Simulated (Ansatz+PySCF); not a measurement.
Two shapes of singlet C4H8.

Shape 1:

```xyz
12

C     0.0000   -0.6611   -0.6697
C     0.0000   -0.6611    0.6697
C     0.0000    0.5196   -1.5851
C     0.0000    0.5196    1.5851
H     0.0000   -1.6390   -1.1670
H     0.0000   -1.6390    1.1670
H     0.0000    1.4788   -1.0491
H     0.8826    0.5045   -2.2469
H    -0.8826    0.5045   -2.2469
H     0.0000    1.4788    1.0491
H    -0.8826    0.5045    2.2469
H     0.8826    0.5045    2.2469
```

Shape 2:

```xyz
12

C     0.0000   -0.7140   -0.7233
C     0.0000   -0.7140    0.7233
C     0.0000    0.5612   -1.7119
C     0.0000    0.5612    1.7119
H     0.0000   -1.7701   -1.2604
H     0.0000   -1.7701    1.2604
H     0.0000    1.5972   -1.1330
H     0.9532    0.5449   -2.4266
H    -0.9532    0.5449   -2.4266
H     0.0000    1.5972    1.1330
H    -0.9532    0.5449    2.4266
H     0.9532    0.5449    2.4266
```

Basis set: def2-SVP (spherical functions). Left uncorrelated: 4 orbitals. Charge 0, multiplicity 1.

Computed with Ansatz (development build ahead of 0.2.0); each method stands on the lowest determinant of its kind that the runs found.

(1) Which shape is lower in energy, and by how much in each method?

Answers

(1)

| method | E(2) − E(1) (eV) |
| --- | --- |
| RHF | 2.010 |
| UHF | 1.892 |
| RHF-MP2 | 1.602 |
| UHF-MP2 | 2.130 |

Shape 1 is lower. Caution for UHF, UHF-MP2: the unrestricted determinant is spin contaminated; the determinant breaks the point group. Caution for UHF-MP2: another reference gives a lower total.
